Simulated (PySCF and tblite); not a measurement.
Results of a calculation; reference values are marked as such.
System: C4H10S2, numbered as in [CH3:1][CH:2]([CH3:3])[CH2:4][S:5][SH:6].

Motion: rotation about the S5–S6 bond (torsion C4–S5–S6–H from 92° to 265°, rising). GFN2-xTB gives an electronic barrier of 3.2 kcal/mol and a reaction energy of 0.1 kcal/mol.

(1) What does PBE0/pcSseg-1 + D3(BJ), IEF-PCM acetonitrile give on GFN2-xTB geometries?

Programs: tblite and PySCF.

Results:

(1) A barrier of 5.3 kcal/mol, 2.1 above the tight-binding barrier (from unrounded values), a reaction energy of -0.3 kcal/mol and, with GFN2-xTB thermal terms, ΔG‡(298 K) = 5.2 kcal/mol and k = 8.9×10⁸ s⁻¹ (1 equivalent path).
